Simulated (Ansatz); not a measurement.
**AlNi: computed properties**

Theory: Ansatz 0.2.0, DFT r2SCAN, scalar-relativistic, plane waves, PAW.

Settings: cutoff 500 eV, Γ-centred mesh 14×14×14 on the computed 2-atom cell, Gaussian smearing of 0.10 eV; no spin polarisation.

The structure is relaxed at this level of theory with its symmetry kept. Whether it is the stable form of this composition wasn't checked.

It takes space group Pm-3m (No. 221, cubic). Conventional cell: a = 2.863 Å, b = 2.863 Å, c = 2.863 Å, α = 90.00°, β = 90.00°, γ = 90.00°. Around Al (site symmetry m-3m) lie 8 Ni at 2.48 Å. Ni (site symmetry m-3m) has 8 Al at 2.48 Å as nearest neighbours.

```
Volume per atom                                                   : 79.2 bohr³
Formation energy from the elements' standard states (uncorrected) : -0.675 eV/atom
Generalised Kohn–Sham band gap                                    : none (metal)
Density of states at the Fermi level                              : 0.81 states/eV per cell
Löwdin character within 0.5 eV of the Fermi level                 : Ni 3d 58 %, Al 3p 30 %, unprojected 5 %
Bulk modulus                                                      : 176 GPa
Its pressure derivative                                           : 4.3
Bader charges (e)                                                 : Al (1 in the cell) 1.88, Ni (1 in the cell) -1.88
```

A ferromagnetic start lost its moments in a first run, so spin was left out; other magnetic orders weren't tried.

Cost: 6 runs of about 2.3 core-minutes in all, on Arm Neoverse V1 (shared hosts).